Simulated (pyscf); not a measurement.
PySCF, gas phase, ωB97X-D3(BJ)/def2-SVP geometries.

For the elementary gas-phase step H₃C–SiH₂–Cl -> H₃C–Si:–Cl [singlet] + hydrogen (H₂) (singlet surface; H–Si, H–Si broken, H–H formed), what barrier and reaction energy does ωB97M-D3(BJ)/def2-TZVP give, measured from the reactant's lowest minimum found?

ΔE‡ = 70.8 kcal/mol, ΔE = +48.7 kcal/mol. Zero-point energy shifts the barrier by -2.6 kcal/mol. It is a 1,1-elimination, with an imaginary mode of 1312i cm⁻¹. This is the saddle that the search found; another between the same sides may lie lower.
